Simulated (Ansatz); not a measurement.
# Lattice parameter a of some phosphides, arsenides and antimonides, all zinc-blende

Method: PBE (Ansatz, a quantum-chemistry and plane-wave program, plane waves, PAW). References are measured values corrected to a static lattice.

Values in Å.

```json
[
 {"solid": "zinc-blende GaP", "reference": "5.439", "PBE": "5.506", "error (%)": "+1.23"},
 {"solid": "zinc-blende GaAs", "reference": "5.64", "PBE": "?", "error (%)": "?"},
 {"solid": "zinc-blende InAs", "reference": "6.047", "PBE": "6.186", "error (%)": "+2.30"},
 {"solid": "zinc-blende InP", "reference": "5.858", "PBE": "5.959", "error (%)": "+1.72"},
 {"solid": "zinc-blende AlP", "reference": "5.451", "PBE": "5.508", "error (%)": "+1.05"},
 {"solid": "zinc-blende InSb", "reference": "6.468", "PBE": "6.635", "error (%)": "+2.58"},
 {"solid": "zinc-blende BP", "reference": "4.525", "PBE": "4.548", "error (%)": "+0.51"},
 {"solid": "zinc-blende AlAs", "reference": "5.649", "PBE": "5.728", "error (%)": "+1.40"}
]
```

Problem. Estimate the withheld PBE value.

Solution. The errors of the other rows run from +0.51 % to +2.58 %, with a median of +1.40 %; carried to the reference 5.640 it gives 5.719 Å. The run gives 5.745 Å (+1.86 %), +0.45 % from the estimate; the row was drawn at random, and such an estimate is rough. Over these 8 solids the mean error is +1.58 %, the mean absolute error 1.58 % (median 1.56 %), and the worst case zinc-blende InSb at +2.58 %; the value is above the reference in 8 of 8 cases.

All these references are brought to a static lattice.

Spin–orbit coupling is left out, also for the solids with elements from indium on (zinc-blende InAs, zinc-blende InP, zinc-blende InSb); its size isn't shown.

Differences are worked out from the printed values.

Caveats: the gap of the solid is closed in this run (zinc-blende InAs, zinc-blende InSb). Ansatz's density-functional and Hartree–Fock values are scalar-relativistic unless marked +SOC, with PAW data made under PBE.

Not in this set, of the phosphides, arsenides and antimonides with a reference value in our tables and a result at some level: 12 for a reference at room or unstated temperature. These can be a level's best or worst cases. At least 3 more with a reference value are held back for tests. Solids without a released value at any level aren't counted. Layered and molecular crystals are counted apart.

References as tabulated in Mejia-Rodriguez and Trickey (2018), arXiv:1807.09216.
